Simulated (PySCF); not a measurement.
## Shieldings and the share of exact exchange

Molecule: SMILES C=C(C)C(=C)F, C5H7F.

Atoms are numbered as in `[CH2:1]=[C:2]([CH3:3])[C:4](=[CH2:5])[F:6]`. Hydrogens are named by the atom that carries them. Ha(C5) is cis to C2; Ha(C1) is cis to C3; Hb(C5) is trans to C2; Hb(C1) is trans to C3.

GIAO shieldings (ppm, equivalent atoms averaged) in PySCF 2.14 on the PBE0-D3(BJ)/def2-SVP geometry, basis pcSseg-1, gas phase, non-relativistic:

| functional | exact exchange (%) | σ(F6) |
| --- | --- | --- |
| BLYP | 0 | 262.9 |
| BP86 | 0 | 263.5 |
| PBE | 0 | 261.3 |
| B3LYP | 20 | 281.9 |
| PBE0 | 25 | 284.6 |
| BHandHLYP | 50 | 306.2 |
| HF | 100 | 338.0 |

**Question.** Fit each shielding as a line in the percentage of exact exchange.

**Answer.** σ(F6) = 264.2 + 0.77 x (rms 2.4 ppm). The functionals also differ in their semilocal parts, which the line can't hold; Hartree–Fock has no correlation at all.

**Question.** What does the line predict for mPW1PW91 (25 %), and what does the run give?

**Answer.** σ(F6): 283.4 predicted, 285.6 computed ppm.
